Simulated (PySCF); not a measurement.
Molecule: SMILES C#C/C(F)=C/C, C₅H₅F.

Mapped SMILES: `[CH:1]#[C:2]/[C:3]([F:4])=[CH:5]/[CH3:6]`. Hydrogens are named by the atom that carries them.

Spin–spin couplings on one PBE0-D3(BJ)/def2-SVP geometry, PySCF, gas phase, non-relativistic, equivalent pairs averaged (spin–dipole term only in couplings to heteroatoms); isotopes ¹³C, ¹⁹F, ¹H; basis pcJ-1.

How do the couplings (Hz) change with the functional? Times are CPU seconds on 1 thread of an Arm Neoverse V1, shared host.

Results:


```tsv
functional	functions	¹J(C3,F4)	¹J(C1,H(C1))	¹J(C1,C2)	¹J(C5,H(C5))	¹J(C6,H(C6))	¹J(C2,C3)	¹J(C3,C5)	core-s
LDA	212	-320.0	220.6	178.9	131.4	102.5	97.4	74.1	16
PBE	212	-334.7	256.1	191.4	155.2	123.5	110.9	87.7	22
KT2	212	-340.9	282.6	176.0	166.2	130.1	98.4	75.5	21
PBE0	212	-308.1	263.9	200.7	161.2	128.1	121.1	95.0	21
B97-2	212	-296.7	253.5	200.4	154.0	122.1	119.0	92.7	21
BHandHLYP	212	-283.1	298.2	227.6	184.6	146.8	144.7	114.4	24
CAM-B3LYP	212	-298.6	274.0	205.9	167.4	133.2	124.0	95.9	30
``` Left out for a near triplet instability: HF/pcJ-1.
